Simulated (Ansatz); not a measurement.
Cohesive energy (eV/atom) of solids drawn from the class of tetrahedrally bonded semiconductors and semimetals, at two levels: PBE in Ansatz (PAW), and PBEsol (Ansatz, a first-principles code, plane waves, PAW).

```json
[
 {"solid": "zinc-blende HgS (metastable phase)", "PBE": "1.77", "PBEsol": "2.16"},
 {"solid": "zinc-blende GaSb", "PBE": "2.82", "PBEsol": "3.21"},
 {"solid": "zinc-blende HgSe", "PBE": "1.61", "PBEsol": "1.99"},
 {"solid": "zinc-blende InAs", "PBE": "2.88", "PBEsol": "?"},
 {"solid": "wurtzite BN (high-pressure phase)", "PBE": "6.92", "PBEsol": "7.39"},
 {"solid": "zinc-blende InSb", "PBE": "2.63", "PBEsol": "2.99"},
 {"solid": "zinc-blende HgTe", "PBE": "1.47", "PBEsol": "1.84"}
]
```

### Question
Estimate the withheld PBEsol value from the other rows.

### Answer
One way: carry over the typical difference. The differences PBEsol − PBE of the other rows, in order: 0.36, 0.37, 0.38, 0.39, 0.39, 0.47; median 0.385. Zinc-blende InAs: 2.88 + (0.385) = 3.26 eV/atom; the run gives 3.27 eV/atom. The differences spread from 0.36 to 0.47, so such an estimate is rough.

Over all 7 rows PBEsol is the larger in 7.

Ansatz's runs of these crystals have no spin polarisation.

Spin–orbit coupling is left out, also for the solids with elements from indium on (zinc-blende HgS, zinc-blende GaSb, zinc-blende HgSe, zinc-blende InAs, zinc-blende InSb, zinc-blende HgTe); its size isn't shown.

Free atoms are spin-polarised, in the lowest state found; at levels without +SOC their spin–orbit coupling is left out. Each level is taken at its own relaxed cell. Ansatz's density-functional and Hartree–Fock values are scalar-relativistic unless marked +SOC, with PAW data made under PBE.
